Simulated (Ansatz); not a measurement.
# C₅H₅N: geometry and frequencies

Aim: geometry and frequencies, for C₅H₅N, with the cost of each level.

Computed with Ansatz 0.2.0 (the levels named in each step, unless a step's input says otherwise).

## 1. The structure to begin with

Bond lengths: C1–C2 1.328 Å, C2–C3 1.458 Å, C3–C4 1.339 Å, C3–C5 1.421 Å, C5–N6 1.146 Å, C1–H7 1.076 Å, C1–H8 1.078 Å, C2–H9 1.082 Å, C4–H10 1.077 Å, C4–H11 1.077 Å. Angles: C1–C2–C3 124.1°, C1–C2–H9 121.0°, C3–C2–H9 115.0°, C2–C1–H7 121.6°, C2–C1–H8 121.8°, H7–C1–H8 116.6°, C2–C3–C4 123.4°, C2–C3–C5 117.6°, C4–C3–C5 118.9°, C3–C4–H10 121.7°, C3–C4–H11 121.2°, H10–C4–H11 117.1°, C3–C5–N6 179.5°.

As a file:

```xyz
11

C     1.9891   -0.4832    0.3432
C     1.2389    0.6014    0.1911
C    -0.1994    0.5732   -0.0471
C    -0.9449    1.6759   -0.1950
C    -0.8301   -0.6976   -0.1226
N    -1.3472   -1.7182   -0.1843
H     3.0490   -0.4153    0.5170
H     1.5694   -1.4751    0.2999
H     1.6749    1.5910    0.2372
H    -2.0058    1.6225   -0.3708
H    -0.5047    2.6575   -0.1430
```

## 2. A rough first relaxation, PBE-D4/def2-SVP

input.yaml

```yaml
crystal:
  periodic: [false, false, false]
  atoms:
    - { symbol: C, position_ang: [1.98914, -0.4832, 0.34317] }
    - { symbol: C, position_ang: [1.23895, 0.60141, 0.19106] }
    - { symbol: C, position_ang: [-0.19943, 0.57321, -0.04714] }
    - { symbol: C, position_ang: [-0.94486, 1.67585, -0.19498] }
    - { symbol: C, position_ang: [-0.83013, -0.69764, -0.12256] }
    - { symbol: "N", position_ang: [-1.34723, -1.71815, -0.18427] }
    - { symbol: H, position_ang: [3.049, -0.41528, 0.517] }
    - { symbol: H, position_ang: [1.56936, -1.47512, 0.29989] }
    - { symbol: H, position_ang: [1.67494, 1.59095, 0.23723] }
    - { symbol: H, position_ang: [-2.00579, 1.62247, -0.37079] }
    - { symbol: H, position_ang: [-0.50466, 2.65754, -0.143] }
basis:
  gaussian: { orbitals: def2-SVP }
hamiltonian:
  xc: pbe
  dispersion: d4
relax:
  f_tol: 0.03
  max_steps: 200
```

Command:

```console
> ansatz run input.yaml --threads 4 --pin off --max-ram 10240MiB --backend cpu --events-out ev --progress --plain --runs-dir out
```

The runs that follow: Relaxation, PBE0-D4/def2-TZVPP; Frequencies, PBE0-D4/def2-TZVPP.

Q: Predict the outcome of this session. Wanted: C1–C2 at PBE0-D4/def2-TZVPP; C2–C3 at PBE0-D4/def2-TZVPP; C3–C4 at PBE0-D4/def2-TZVPP; frequencies at PBE0-D4/def2-TZVPP.

The runs gave:

```
                         quantity             value
      C1–C2 at PBE0-D4/def2-TZVPP           1.329 Å
      C2–C3 at PBE0-D4/def2-TZVPP           1.460 Å
      C3–C4 at PBE0-D4/def2-TZVPP           1.338 Å
frequencies at PBE0-D4/def2-TZVPP  153 to 3276 cm⁻¹
```

**Reading.** No mode is imaginary, so the geometry is a minimum.
